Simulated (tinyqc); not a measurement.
Pariser-Parr-Pople SCF with singles CI, for the molecule c1ccccc1 (SMILES; centres numbered as the heavy atoms are written), step by step. Computed by tinyqc, a small Python program that keeps every step. Settings: charge = 0, gamma = MN, start = huckel, damping = 0, iteration cap = 84, excitations kept = 9. Command: `OMP_NUM_THREADS=1 python tinyqc.py 27305 27306 out.jsonl` (the two numbers bound the seeds that draw the settings). One thread of a shared host (Intel(R) Xeon(R) Processor @ 2.60GHz), about 0.01 s of CPU time with the checks. Later iterations appear only in the table of the cycle.

## PPP integrals

Centres (angstrom, eV; a flat drawing with bonds scaled to 1.40 angstrom):
```
centre          x          y  core charge z          W   gamma_rr
1C       1.400000   0.000000              1  12.350000  10.010000
2C       0.700000   1.212000              1  12.350000  10.010000
3C      -0.700000   1.212000              1  12.350000  10.010000
4C      -1.400000   0.000000              1  12.350000  10.010000
5C      -0.700000  -1.212000              1  12.350000  10.010000
6C       0.700000  -1.212000              1  12.350000  10.010000
```

Resonance integrals (eV):
```
i  j       beta
1  2  -2.590000
2  3  -2.590000
3  4  -2.590000
4  5  -2.590000
5  6  -2.590000
6  1  -2.590000
```

Mataga-Nishimoto: gamma = 14.399645/(R + a), a = 2 x 14.399645/(gamma_rr + gamma_ss); H_rr = -W_r - sum_(s != r) z_s gamma_rs; H_rs = beta for bonds.

repulsion gamma_rs (eV):
```
           1C         2C         3C         4C         5C         6C
1C  10.010000   5.073605   3.727408   3.397324   3.727408   5.073605
2C   5.073605  10.010000   5.072931   3.727408   3.397929   3.728038
3C   3.727408   5.072931  10.010000   5.073605   3.728038   3.397929
4C   3.397324   3.727408   5.073605  10.010000   5.073605   3.727408
5C   3.727408   3.397929   3.728038   5.073605  10.010000   5.072931
6C   5.073605   3.728038   3.397929   3.727408   5.072931  10.010000
```

core matrix H (eV):
```
            1C          2C          3C          4C          5C          6C
1C  -33.349349   -2.590000    0.000000    0.000000    0.000000   -2.590000
2C   -2.590000  -33.349910   -2.590000    0.000000    0.000000    0.000000
3C    0.000000   -2.590000  -33.349910   -2.590000    0.000000    0.000000
4C    0.000000    0.000000   -2.590000  -33.349349   -2.590000    0.000000
5C    0.000000    0.000000    0.000000   -2.590000  -33.349910   -2.590000
6C   -2.590000    0.000000    0.000000    0.000000   -2.590000  -33.349910
```

## Starting guess

pi electrons, sum of z_r less the charge = 6

Orbitals of the Hueckel matrix of the beta values.

P at the start:
```
           1C         2C         3C         4C         5C         6C
1C   1.000000   0.666667   0.000000  -0.333333   0.000000   0.666667
2C   0.666667   1.000000   0.666667   0.000000  -0.333333   0.000000
3C   0.000000   0.666667   1.000000   0.666667   0.000000  -0.333333
4C  -0.333333   0.000000   0.666667   1.000000   0.666667   0.000000
5C   0.000000  -0.333333   0.000000   0.666667   1.000000   0.666667
6C   0.666667   0.000000  -0.333333   0.000000   0.666667   1.000000
```

## Iteration 1: Fock matrix

F_rr = H_rr + P_rr gamma_rr / 2 + sum_(s != r) P_ss gamma_rs; F_rs = H_rs - P_rs gamma_rs / 2; E = tr P (H + F) / 2 + core repulsion sum_(r<s) z_r z_s gamma_rs.

F (eV):
```
           1C         2C         3C         4C         5C         6C
1C  -7.345000  -4.281202   0.000000   0.566221   0.000000  -4.281202
2C  -4.281202  -7.345000  -4.280977   0.000000   0.566321   0.000000
3C   0.000000  -4.280977  -7.345000  -4.281202   0.000000   0.566321
4C   0.566221   0.000000  -4.281202  -7.345000  -4.281202   0.000000
5C   0.000000   0.566321   0.000000  -4.281202  -7.345000  -4.280977
6C  -4.281202   0.000000   0.566321   0.000000  -4.280977  -7.345000
```

pi energy = -87.135794 eV

## Iteration 1: orbitals and new P

Diagonalise F (the basis is taken as orthonormal) and form P = 2 sum c c over the lowest orbitals.

orbital energies (eV): -15.340965  -12.192531  -12.192298  -2.497702  -2.497469  0.650965

P after iteration 1:
```
           1C         2C         3C         4C         5C         6C
1C   1.000000   0.666672   0.000000  -0.333311   0.000000   0.666672
2C   0.666672   1.000000   0.666655   0.000000  -0.333345   0.000000
3C   0.000000   0.666655   1.000000   0.666672   0.000000  -0.333345
4C  -0.333311   0.000000   0.666672   1.000000   0.666672   0.000000
5C   0.000000  -0.333345   0.000000   0.666672   1.000000   0.666655
6C   0.666672   0.000000  -0.333345   0.000000   0.666655   1.000000
```

## Iteration 2: Fock matrix

As before.

F (eV):
```
           1C         2C         3C         4C         5C         6C
1C  -7.345000  -4.281216   0.000000   0.566182   0.000000  -4.281216
2C  -4.281216  -7.345000  -4.280948   0.000000   0.566341   0.000000
3C   0.000000  -4.280948  -7.345000  -4.281216   0.000000   0.566341
4C   0.566182   0.000000  -4.281216  -7.345000  -4.281216   0.000000
5C   0.000000   0.566341   0.000000  -4.281216  -7.345000  -4.280948
6C  -4.281216   0.000000   0.566341   0.000000  -4.280948  -7.345000
```

pi energy = -87.135794 eV

## Iteration 2: orbitals and new P

As before.

orbital energies (eV): -15.340965  -12.192540  -12.192289  -2.497711  -2.497460  0.650965

P after iteration 2:
```
           1C         2C         3C         4C         5C         6C
1C   1.000000   0.666674   0.000000  -0.333304   0.000000   0.666674
2C   0.666674   1.000000   0.666652   0.000000  -0.333348   0.000000
3C   0.000000   0.666652   1.000000   0.666674   0.000000  -0.333348
4C  -0.333304   0.000000   0.666674   1.000000   0.666674   0.000000
5C   0.000000  -0.333348   0.000000   0.666674   1.000000   0.666652
6C   0.666674   0.000000  -0.333348   0.000000   0.666652   1.000000
```

## Iteration 3: Fock matrix

As before.

F (eV):
```
           1C         2C         3C         4C         5C         6C
1C  -7.345000  -4.281220   0.000000   0.566171   0.000000  -4.281220
2C  -4.281220  -7.345000  -4.280939   0.000000   0.566346   0.000000
3C   0.000000  -4.280939  -7.345000  -4.281220   0.000000   0.566346
4C   0.566171   0.000000  -4.281220  -7.345000  -4.281220   0.000000
5C   0.000000   0.566346   0.000000  -4.281220  -7.345000  -4.280939
6C  -4.281220   0.000000   0.566346   0.000000  -4.280939  -7.345000
```

pi energy = -87.135794 eV

## Iteration 3: orbitals and new P

As before.

orbital energies (eV): -15.340965  -12.192543  -12.192286  -2.497714  -2.497457  0.650965

P after iteration 3:
```
           1C         2C         3C         4C         5C         6C
1C   1.000000   0.666675   0.000000  -0.333302   0.000000   0.666675
2C   0.666675   1.000000   0.666651   0.000000  -0.333349   0.000000
3C   0.000000   0.666651   1.000000   0.666675   0.000000  -0.333349
4C  -0.333302   0.000000   0.666675   1.000000   0.666675   0.000000
5C   0.000000  -0.333349   0.000000   0.666675   1.000000   0.666651
6C   0.666675   0.000000  -0.333349   0.000000   0.666651   1.000000
```

## Convergence

Stop when output and input P, before any damping, agree to 1e-7.

Course of the cycle:
```
iteration        E (eV)  largest |P(out) - P(in)|
1          -87.13579445                  2.25e-05
2          -87.13579446                  6.94e-06
3          -87.13579446                  2.14e-06
4          -87.13579446                  6.58e-07
5          -87.13579446                  2.03e-07
6          -87.13579446                  6.25e-08
```

Converged in 6 iterations.

## Converged orbitals

Charges are z - P_rr.

orbital energies (eV): -15.340965  -12.192544  -12.192285  -2.497715  -2.497456  0.650965

coefficients:
```
         MO1        MO2        MO3        MO4        MO5        MO6
1C  0.408258   0.577343   0.000000   0.000000   0.577343   0.408258
2C  0.408243   0.288682   0.500000   0.500000  -0.288682  -0.408243
3C  0.408243  -0.288682   0.500000  -0.500000  -0.288682   0.408243
4C  0.408258  -0.577343   0.000000   0.000000   0.577343  -0.408258
5C  0.408243  -0.288682  -0.500000   0.500000  -0.288682   0.408243
6C  0.408243   0.288682  -0.500000  -0.500000  -0.288682  -0.408243
```

pi charges: 1C 0.000000, 2C 0.000000, 3C 0.000000, 4C 0.000000, 5C 0.000000, 6C 0.000000

Within a degenerate level the vectors are fixed only up to a rotation; this is one choice.

## Singles CI, singlets

Over the 9 single excitations with the smallest orbital gaps: A = (e_a - e_i) delta + 2 (ia|jb) - (ij|ab), with (pq|rs) = sum c_mp c_mq gamma_mn c_nr c_ns. f = 2/3 w |mu|^2 in atomic units, mu = sqrt2 sum c_ia sum_m c_mi c_ma R_m.

singlet CI matrix (eV):
```
          3>4        2>4        3>5        2>5        3>6        1>4       2>6       1>5
3>4  6.775935   0.000000   0.000000   0.403469   0.000000   0.000000  0.000000  0.000000
2>4  0.000000   6.236623  -0.942293   0.000000   0.000000   0.000000  0.000000  0.000000
3>5  0.000000  -0.942293   6.236623   0.000000   0.000000   0.000000  0.000000  0.000000
2>5  0.403469   0.000000   0.000000   6.776176   0.000000   0.000000  0.000000  0.000000
3>6  0.000000   0.000000   0.000000   0.000000   9.210566  -0.209488  0.000000  0.000000
1>4  0.000000   0.000000   0.000000   0.000000  -0.209488   9.210566  0.000000  0.000000
2>6  0.000000   0.000000   0.000000   0.000000   0.000000   0.000000  9.210772  0.208987
1>5  0.000000   0.000000   0.000000   0.000000   0.000000   0.000000  0.208987  9.210772
1>6  0.019199   0.000000   0.000000  -0.019647   0.000000   0.000000  0.000000  0.000000

           1>6
3>4   0.019199
2>4   0.000000
3>5   0.000000
2>5  -0.019647
3>6   0.000000
1>4   0.000000
2>6   0.000000
1>5   0.000000
1>6  12.130560
```

singlet excitation energies (eV): 5.294330  6.372455  7.178917  7.179524  9.001079  9.001785  9.419759  9.420054  12.130691

oscillator strengths: 0.000000  0.000000  1.230213  1.231081  0.000000  0.000000  0.000000  0.000000  0.000000

## Singles CI, triplets

Over the 9 single excitations with the smallest orbital gaps: A = (e_a - e_i) delta - (ij|ab), with (pq|rs) = sum c_mp c_mq gamma_mn c_nr c_ns.

triplet CI matrix (eV):
```
          3>4       2>4       3>5        2>5       3>6       1>4        2>6        1>5
3>4  4.142345  0.000000  0.000000   0.383932  0.000000  0.000000   0.000000   0.000000
2>4  0.000000  4.910398  0.383932   0.000000  0.000000  0.000000   0.000000   0.000000
3>5  0.000000  0.383932  4.910398   0.000000  0.000000  0.000000   0.000000   0.000000
2>5  0.383932  0.000000  0.000000   4.143026  0.000000  0.000000   0.000000   0.000000
3>6  0.000000  0.000000  0.000000   0.000000  7.674951  1.326128   0.000000   0.000000
1>4  0.000000  0.000000  0.000000   0.000000  1.326128  7.674951   0.000000   0.000000
2>6  0.000000  0.000000  0.000000   0.000000  0.000000  0.000000   7.675235  -1.326550
1>5  0.000000  0.000000  0.000000   0.000000  0.000000  0.000000  -1.326550   7.675235
1>6  1.326128  0.000000  0.000000  -1.326550  0.000000  0.000000   0.000000   0.000000

           1>6
3>4   1.326128
2>4   0.000000
3>5   0.000000
2>5  -1.326550
3>6   0.000000
1>4   0.000000
2>6   0.000000
1>5   0.000000
1>6  10.823644
```

triplet excitation energies (eV): 3.291634  4.526466  4.526618  5.294330  6.348685  6.348822  9.001079  9.001785  11.290764
